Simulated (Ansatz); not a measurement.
**CH₄SSi: one species, many methods**

Aim: compute CH₄SSi with functionals from several rungs and with coupled cluster, and see how far each lands from CCSD(T) at the basis-set limit for the atomisation energy.

Program: Ansatz 0.2.0, Gaussian basis. Level of theory: functionals in def2-TZVPP, the program's frozen cores in correlated methods. These are calculated values, not measurements.

Plan: LDA (SPW92), PBE-D4, revPBE-D4, BLYP-D4, r2SCAN-D4, B97M-V, PBE0-D4, B3LYP-D4, r2SCANh-D4, r2SCAN0-D4, HSE06-D4, BHLYP-D4, CAM-B3LYP-D4, LC-ωPBE, ωB97X-V, ωB97M-V, B2PLYP, PBE-QIDH; CCSD(T)/def2-SVP; CCSD(T)/def2-TZVPP; MP2/def2-QZVPP; extrapolation to the limit; RPA on PBE.

### Step 1. The geometry

All runs share one geometry, relaxed beforehand with PBE0-D4 in a triple-zeta def2 set.

SMILES `C[Si]S`, 7 atoms, charge 0, spin multiplicity 1.

Atoms are counted from 1 here; the program's logs count them from 0.

Bond lengths: C1–Si2 1.900 Å, C1–H4 1.092 Å, C1–H5 1.099 Å, C1–H6 1.093 Å, Si2–S3 2.131 Å, S3–H7 1.344 Å. Angles: Si2–C1–H4 116.0°, Si2–C1–H5 106.7°, Si2–C1–H6 110.2°, H4–C1–H5 107.8°, H4–C1–H6 109.3°, H5–C1–H6 106.4°, C1–Si2–S3 95.9°, Si2–S3–H7 96.6°.

### Step 2. LDA

This LDA is Slater exchange with PW92 correlation.

in.yaml reads:

```yaml
crystal:
  periodic: [false, false, false]
  atoms:
    - {symbol: C, position_ang: [-0.832859, 0.619891, -0.259257]}
    - {symbol: Si, position_ang: [0.524566, 0.221720, 1.009428]}
    - {symbol: S, position_ang: [1.327946, -1.447789, -0.043824]}
    - {symbol: H, position_ang: [-1.182889, -0.218473, -0.865181]}
    - {symbol: H, position_ang: [-0.416464, 1.374829, -0.940392]}
    - {symbol: H, position_ang: [-1.686631, 1.089222, 0.237039]}
    - {symbol: H, position_ang: [2.327531, -1.707400, 0.816385]}
basis:
  gaussian: {orbitals: def2-TZVPP}
hamiltonian: {xc: lda}
output: {orbitals: {seedname: orbitals}}
```

The runs that follow: PBE-D4 (GGA); revPBE-D4 (GGA); BLYP-D4 (GGA); r2SCAN-D4 (meta-GGA); B97M-V (meta-GGA); PBE0-D4 (hybrid); B3LYP-D4 (hybrid); r2SCANh-D4 (hybrid); r2SCAN0-D4 (hybrid); HSE06-D4 (hybrid); BHLYP-D4 (hybrid); CAM-B3LYP-D4 (range-separated); LC-ωPBE-D4 (range-separated); ωB97X-V (range-separated); ωB97M-V (range-separated); B2PLYP (double hybrid); PBE-QIDH (double hybrid); CCSD(T) in def2-SVP; CCSD(T) in def2-TZVPP; MP2 in def2-QZVPP; RPA on PBE orbitals.

Q: Predict the results of all the runs planned. Wanted: atomisation energy, CCSD(T)/CBS; farthest beyond LDA; mean size of error, GGA; mean size of error, meta-GGA; mean size of error, hybrid; mean size of error, range-separated; mean size of error, double hybrid; gap, smallest and largest; T1 diagnostic.

**Answer**, as computed:

| quantity | value |
| --- | --- |
| atomisation energy, CCSD(T)/CBS | 24.226 eV |
| functionals within 0.121 eV (0.5 %) | BLYP-D4, r2SCAN-D4, PBE0-D4, B3LYP-D4, r2SCANh-D4, HSE06-D4, CAM-B3LYP-D4, ωB97X-V |
| farthest beyond LDA | BHLYP-D4 (-0.614 eV) |
| mean size of error, GGA | 0.192 eV |
| mean size of error, meta-GGA | 0.155 eV |
| mean size of error, hybrid | 0.169 eV |
| mean size of error, range-separated | 0.189 eV |
| mean size of error, double hybrid | 0.293 eV |
| gap, smallest and largest | 2.49 eV (LDA (SPW92)), 9.06 eV (LC-ωPBE) |
| T1 diagnostic | 0.0141 |
| triples share of the correlation energy | 4.3 % |

**Reading.** The LDA atomisation energy is off by 3.253 eV (13 %): it overbinds. PBE-D4 is off by +0.347 eV. Double hybrids carry the basis error of their MP2 part in triple zeta, and no dispersion term here, so their miss is partly the set-up's. Taken by rung, meta-GGA functionals do best (0.155 eV on average) and double hybrid ones worst beyond LDA (0.293 eV). The gap between the best rungs is small, so their order is not settled. The reference freezes the cores and leaves out relativity and excitations past (T), so misses under about 0.121 eV can't be ranked. Hartree-Fock recovers 73 % of the binding; the rest is correlation. CCSD(T) in def2-SVP is off by -1.632 eV, worse than the median functional, from the basis alone. Orbital gaps span 2.5 to 9.1 eV; exact exchange widens them. The restricted reference is unstable towards a spin-broken one.
